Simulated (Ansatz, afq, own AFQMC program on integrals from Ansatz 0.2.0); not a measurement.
# HCl + SiH₃, doublet: a scan with AFQMC

```yaml
atoms:
  - { symbol: Cl, position_ang: [-1.4816, 0.0000, 0.0000] }
  - { symbol: H, position_ang: [-0.2028, 0.0000, 0.0000] }
  - { symbol: Si, position_ang: [1.6514, 0.0000, 0.0000] }
  - { symbol: H, position_ang: [2.1013, -1.4163, 0.0000] }
  - { symbol: H, position_ang: [2.1013, 0.7081, -1.2265] }
  - { symbol: H, position_ang: [2.1013, 0.7081, 1.2265] }
```

A hydrogen atom is moved from one rigid fragment to the other; the Cl1–H2 distance tells how far. The two fragments are held close together, so this isn't a minimum-energy path and the start is a compressed complex. Energies in kJ/mol count from this geometry (1.279 Å) at the same level; the start stands on UHF, each point on the determinant named.

Basis cc-pVTZ. Noble-gas cores (and the filled d shells of Ga–Kr and In–Xe) are frozen. Integrals, coupled cluster, full CI and functionals: Ansatz 0.2.0; the random walks run on the same integrals in our own AFQMC program. ph-AFQMC/CISD is guided by a CISD state made of CCSD amplitudes; releasing the constraint for a short imaginary time cuts its bias at the price of noise, slowly where states lie close. ± is one standard error of the sampling.

```
r(Cl1–H2) / Å  det.     T1  weight  ⟨S²⟩  CCSD(T)  ph-AFQMC/CISD  released AFQMC  CCSD  wB97M-V
        1.397   UHF  0.013    0.85  0.77     -4.5     -5.6 ± 0.8               –  -3.9     -6.8
        1.456   UHF  0.014    0.85  0.77     -2.8     -3.1 ± 0.8      -5.6 ± 1.3  -2.2     -6.0
        1.515   UHF  0.014    0.85  0.78     -0.4      0.0 ± 1.1               –  -0.1     -4.3
        1.575   UHF  0.014    0.85  0.77      2.8      2.5 ± 1.2       0.8 ± 1.6   2.4     -1.6
        1.693   UHF  0.015    0.85  0.77     15.3     15.2 ± 1.0      14.9 ± 1.4  13.1     10.8
```

Weight is that of the determinant in the CISD state; at the start T1 is 0.012 and the weight 0.85, and ⟨S²⟩ is 0.76. A dash marks a missing value, a released energy that hasn't settled or a functional that sits on another state. Largest departures from phaseless AFQMC with a CISD trial: CCSD(T) 1.0 kJ/mol at 1.397 (on UHF) (within the noise), released AFQMC -2.6 kJ/mol at 1.456 (on UHF) (within the noise), CCSD -2.1 kJ/mol at 1.693 (on UHF), wB97M-V -4.4 kJ/mol at 1.693. The walk's constraint bias lies outside its error bars, so these are departures and not errors. Functionals count only at points shown to share the start's state and spin.

Some points may be missing: those where a free walk finds a much lower state, and past Zn most of those on another determinant than at the start.

A walk keeps the symmetry of its determinant, which the program's search chose and which needn't be the lowest solution, so a lower state of the same spin and another symmetry isn't excluded. Released energies are given only where the last usable release times agree within the noise; a slower fall can still hide under it.
